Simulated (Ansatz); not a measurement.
System: hcp Y. Method: PBEsol (Ansatz, a quantum-chemistry and plane-wave program, PAW).

A relaxed, unreconstructed slab of the (11-20) face has 16 atoms, two equal faces of 34.929 Å² each and an energy of -60716.3060 eV. A bulk cell of 4 atoms with the same orientation and in-plane k mesh has -15180.2923 eV. Energies are extrapolated to zero smearing.

Numerical settings: plane-wave cutoff 500 eV, 10×10×1 k mesh (along the axes of the cell as run), Fermi–Dirac smearing 0.1 eV, scalar-relativistic PAW data made under PBE.

Worked out: γ = (E_slab − N E_bulk per atom)/2A = [-60716.3060 − 16 × (-15180.2923/4)]/(2 × 34.929) = 0.0696 eV/Å². With 16.022 J/m² per eV/Å² this is 1.12 J/m², or 2.43 eV per surface cell and face.
